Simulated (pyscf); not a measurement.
A first-order saddle from PySCF, ωB97X-D3(BJ)/def2-SVP:

```
Ga
N 1 1.8017
H 2 1.0130 1 123.92
H 2 1.0141 3 112.94 1 -179.84
Cl 1 2.1521 2 118.37 3 -179.91
Cl 1 2.3525 2 119.78 3 -0.05
H 6 1.5483 1 174.38 2 -1.98
```
Charge 0, spin multiplicity 2.

Surface: doublet, charge 0. Lowest wavenumbers (cm⁻¹): 982i, 51, 72, 144, 219.

**Question.** What reaction is this the transition state of?

**Answer.** `[NH2][Ga]([Cl])[Cl]` + `[H]` [doublet] ⇌ `[NH2][Ga][Cl]` [doublet] + `[ClH]`, an atom transfer read from left to right: Cl–Ga broken and Cl–H formed. At ωB97M-D3(BJ)/def2-TZVP it lies +15.4 kcal/mol from the left side and +18.2 kcal/mol from the right (each side as separated species at their lowest minima found). One saddle was located; it need not be the lowest between these sides. The angle at the transferred Cl is 174°. Elements up to Kr have no core potential and no relativistic terms here.
